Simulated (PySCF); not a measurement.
# Dipole moment and polarisability across levels of theory

Species: C₃H₉N.
InChI=1S/C3H9N/c1-4(2)3/h1-3H3

PySCF, dipoles from the SCF density, polarisabilities from static response with core orbitals frozen. Isolated species at its PBE0-D3(BJ)/def2-SVP geometry, gas phase.

Q: How do dipole and polarisability depend on functional and basis here?

A: 

```tsv
level	μ (D)	error (%)	α (au)	error (%)	anisotropy (au)
LDA/def2-SVPD	0.379	-38.1	53.82	+12.7	5.35
PBE/def2-SVPD	0.353	-42.3	52.77	+10.5	5.71
B3LYP/def2-SVPD	0.437	-28.5	50.92	+6.6	5.63
PBE0/def2-SVPD	0.459	-25.0	50.30	+5.3	5.83
BHandHLYP/def2-SVPD	0.530	-13.3	48.67	+1.9	5.77
CAM-B3LYP/def2-SVPD	0.509	-16.9	49.88	+4.4	5.55
wB97X-D/def2-SVPD	0.514	-16.1	49.78	+4.2	5.38
LC-wPBE/def2-SVPD	0.575	-6.1	48.28	+1.1	5.54
HF/def2-SVPD	0.606	-1.0	46.54	-2.5	5.72
PBE0/6-31G*	0.500	-18.3	40.93	-14.3	6.37
PBE0/6-31+G*	0.489	-20.0	46.80	-2.0	3.55
PBE0/def2-SVP	0.434	-29.0	42.77	-10.4	6.07
PBE0/aug-cc-pVDZ	0.422	-31.0	52.35	+9.6	4.80
PBE0/def2-TZVP	0.404	-33.9	48.63	+1.8	5.57
PBE0/def2-TZVPD	0.430	-29.8	51.83	+8.5	5.30
```

Reference dipole: 0.612 D (measured, gas; NIST CCCBDB Release 22 (SRD 101), experimental dipoles). Reference polarisability: 7.076 Å³ (measured, gas; NIST CCCBDB Release 22 (SRD 101), experimental polarizabilities). The anisotropy is √(½[(α1 − α2)² + (α2 − α3)² + (α3 − α1)²]). For the dipole, the smallest error is 1.0% (HF/def2-SVPD) and the largest 42.3% (PBE/def2-SVPD). For the polarisability, the smallest error is 1.1% (LC-wPBE/def2-SVPD) and the largest 14.3% (PBE0/6-31G*). The dipole runs from 0.35 D (PBE/def2-SVPD) to 0.61 D (HF/def2-SVPD). In one basis (def2-SVPD) the functionals order the polarisability from HF (lowest) to LDA (highest), a spread of 16%. With PBE0 the polarisability is 44.11 au without diffuse functions (mean of 6-31G*, def2-SVP and def2-TZVP) and 50.32 au with them (mean of 6-31+G*, def2-SVPD, aug-cc-pVDZ and def2-TZVPD). Measured values can belong to vibrating molecules and may average over conformers; the computed ones are for one fixed geometry.
